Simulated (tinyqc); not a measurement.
Extended Hueckel theory, for HCl, step by step. One step of it, computed by the program tinyqc.

Problem. Wolfsberg-Helmholz matrix. H_ij = K' S_ij (H_ii + H_jj)/2 for i != j (the diagonal keeps H_ii), with K' = 1.5.

overlap S, lower triangle:
```
           1Cl 3s   1Cl 3px   1Cl 3py   1Cl 3pz     2H 1s
1Cl 3s   1.000000
1Cl 3px  0.000000  1.000000
1Cl 3py  0.000000  0.000000  1.000000
1Cl 3pz  0.000000  0.000000  0.000000  1.000000
2H 1s    0.337097  0.000000  0.000000  0.482292  1.000000
```

diagonal H_ii (eV): 1Cl 3s -26.300000, 1Cl 3px -14.200000, 1Cl 3py -14.200000, 1Cl 3pz -14.200000, 2H 1s -13.600000

K = 1.500000

Give: H.

Solution.

H (eV), lower triangle:
```
           1Cl 3s   1Cl 3px   1Cl 3py   1Cl 3pz     2H 1s
1Cl 3s   -26.3000
1Cl 3px    0.0000  -14.2000
1Cl 3py    0.0000    0.0000  -14.2000
1Cl 3pz    0.0000    0.0000    0.0000  -14.2000
2H 1s    -10.0876    0.0000    0.0000  -10.0558  -13.6000
```
